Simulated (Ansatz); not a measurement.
# Structure relaxation of Ta3N5

Theory: Ansatz, DFT r2SCAN, scalar-relativistic, plane waves, PAW.

The start is a database structure of Ta3N5, space group Cmcm (No. 63).

Input of the last, converged step (default PAW datasets):

```yaml
crystal:
  lattice:
    - [1.9431, -5.1059, 0.0]
    - [1.9431, 5.1059, 0.0]
    - [0.0, 0.0, 10.2624]
  atoms:
    - { symbol: Ta, position: [0.8029, 0.1971, 0.75] }
    - { symbol: Ta, position: [0.1971, 0.8029, 0.25] }
    - { symbol: Ta, position: [0.86545, 0.13455, 0.05906] }
    - { symbol: Ta, position: [0.13455, 0.86545, 0.55906] }
    - { symbol: Ta, position: [0.13455, 0.86545, 0.94094] }
    - { symbol: Ta, position: [0.86545, 0.13455, 0.44094] }
    - { symbol: "N", position: [0.23678, 0.76322, 0.75] }
    - { symbol: "N", position: [0.76322, 0.23678, 0.25] }
    - { symbol: "N", position: [0.95299, 0.04701, 0.61949] }
    - { symbol: "N", position: [0.04701, 0.95299, 0.11949] }
    - { symbol: "N", position: [0.04701, 0.95299, 0.38051] }
    - { symbol: "N", position: [0.95299, 0.04701, 0.88051] }
    - { symbol: "N", position: [0.69138, 0.30862, 0.57378] }
    - { symbol: "N", position: [0.30862, 0.69138, 0.07378] }
    - { symbol: "N", position: [0.30862, 0.69138, 0.42622] }
    - { symbol: "N", position: [0.69138, 0.30862, 0.92622] }
basis:
  ecutwfc: 500
kpoints:
  mp_grid: { grid: [8, 8, 4] }
hamiltonian:
  xc: r2scan
scf:
  occupations: { method: gaussian, width: 0.02 }
output:
  forces: true
  stress: true
  eigenvalues: true
relax:
  adjacent_minimum: "off"
  f_tol: 0.01
  max_steps: 80
  cell: { stress_tol: 0.05 }
```

Launched as:

```bash
ansatz run input.yaml --threads 4 --pin off --max-ram 10240MiB --backend cpu --events-out ev --progress --plain --runs-dir out
```

It took 2.3 min on 4 threads of Intel(R) Xeon(R) 6975P-C (Granite Rapids), with other jobs on the host, peak memory 1.9 GiB.

End of the output:

```
SCF converged after 4 iterations
Free energy (F): -63534.412011 eV
Harris-Foulkes:  -63534.412011 eV  (|F-HF|=1.75e-10)
Internal energy: -63534.412011 eV  (E = F + TS)
E sigma→0 (E₀):  -63534.412011 eV
Fermi energy:    12.478686 eV
--- Per-component energies (eV) ---
  E_band       = -1115.685109
  E_kinetic    = 3505.209993
  E_local      = -7474.353200  (includes V_loc(G=0)·N_el)
  E_nonlocal   = 538.283637
  E_hartree    = 2647.467993
  E_xc         = -1824.040957
  E_vxc        = -2176.294427  (∫ρ·V_xc dr)
  E_paw        = -51825.848333  (= ΣΔE_a)
  E_vpaw       = -918.033595  (= ΣTr[D̂ρ^β])
  E_aug_tail   = 0.000641  (compensation charges beyond the density's cutoff)
  E_vtau       = 114.565788  (kinetic-family band-sum trace: ∫τ·v_τ [+ j·A + Jᵃ·Aᵃ] dr)
  E_ewald      = -9096.298458
  E_core_change = -4.833327  (= ΣΔE_core)
  E_smearing   =  0.000000  (= −TS)
  E_closure    = 0.000000  (closes the sum)
  Σ components = -63534.412011   (vs F -63534.412011, Δ=0.00e0)
--- Forces (eV/Å), atoms counted from 1 ---
  atom   1  Ta     0.00000000    -0.00038066     0.00000000
  atom   2  Ta     0.00000000     0.00038066     0.00000000
  atom   3  Ta     0.00000000    -0.00037806    -0.00042637
  atom   4  Ta     0.00000000     0.00037806    -0.00042637
  atom   5  Ta     0.00000000     0.00037806     0.00042637
  atom   6  Ta     0.00000000    -0.00037806     0.00042637
  atom   7  N      0.00000000    -0.00104340     0.00000000
  atom   8  N      0.00000000     0.00104340     0.00000000
  atom   9  N      0.00000000     0.00038132    -0.00000081
  atom  10  N      0.00000000    -0.00038132    -0.00000081
  atom  11  N      0.00000000    -0.00038132     0.00000081
  atom  12  N      0.00000000     0.00038132     0.00000081
  atom  13  N      0.00000000    -0.00004764     0.00013433
  atom  14  N      0.00000000     0.00004764     0.00013433
  atom  15  N      0.00000000     0.00004764    -0.00013433
  atom  16  N      0.00000000    -0.00004764    -0.00013433
  max |Σ_I F_I| component: 1.39e-17 eV/Å
--- Stress (GPa, compression-positive) ---
       -0.000289       0.000000       0.000000
        0.000000      -0.002190       0.000000
        0.000000       0.000000       0.000542
  P = ⅓ Tr σ = -0.0006 GPa (-0.006 kbar)
--- Relaxed structure (7 steps of the walk, 7 accepted, 1 SCFs on fresh bases) ---
  F+E_penalty+E_count = -63534.41201150 eV   max|allowed force component| = 1.043e-3 eV/Å   (the final SCF, on the basis selected at the relaxed cell)
  cell:  # Å, volume = 204.5538 Å³
    - [1.936246, -5.130378, 0.000000]
    - [1.936246, 5.130378, 0.000000]
    - [0.000000, 0.000000, 10.295980]
  atoms:
    - { symbol: Ta, position: [0.803253, 0.196747, 0.75] }
    - { symbol: Ta, position: [0.196747, 0.803253, 0.25] }
    - { symbol: Ta, position: [0.866651, 0.133349, 0.059967] }
    - { symbol: Ta, position: [0.133349, 0.866651, 0.559967] }
    - { symbol: Ta, position: [0.133349, 0.866651, 0.940033] }
    - { symbol: Ta, position: [0.866651, 0.133349, 0.440033] }
    - { symbol: N, position: [0.236928, 0.763072, 0.75] }
    - { symbol: N, position: [0.763072, 0.236928, 0.25] }
    - { symbol: N, position: [0.953026, 0.046974, 0.618768] }
    - { symbol: N, position: [0.046974, 0.953026, 0.118768] }
    - { symbol: N, position: [0.046974, 0.953026, 0.381232] }
    - { symbol: N, position: [0.953026, 0.046974, 0.881232] }
    - { symbol: N, position: [0.692091, 0.307909, 0.574051] }
    - { symbol: N, position: [0.307909, 0.692091, 0.074051] }
    - { symbol: N, position: [0.307909, 0.692091, 0.425949] }
    - { symbol: N, position: [0.692091, 0.307909, 0.925949] }
```

Absolute energies hang on the potentials; compare differences alone.

The result has space group Cmcm (No. 63). Around Ta on Wyckoff site c (2 atoms of the primitive cell) lie 6 N at 2.05–2.14 Å; Ta on Wyckoff site f (4 atoms of the primitive cell) is coordinated by 4 N at 1.95–2.04 Å and 2 N at 2.23–2.26 Å; N on Wyckoff site c (2 atoms of the primitive cell) has 2 Ta at 2.05 Å and 2 Ta at 2.23 Å; N on Wyckoff site f (4 atoms of the primitive cell) has 3 Ta at 1.95–2.05 Å.

Against the elements it lies at -1.274 eV/atom. The zero of energy is the elements' standard structures at the same level (N₂ as a molecule); no fitted shifts are applied.

Spin–orbit coupling is left out.

Symmetry constrained the relaxation, so the result can be a saddle point.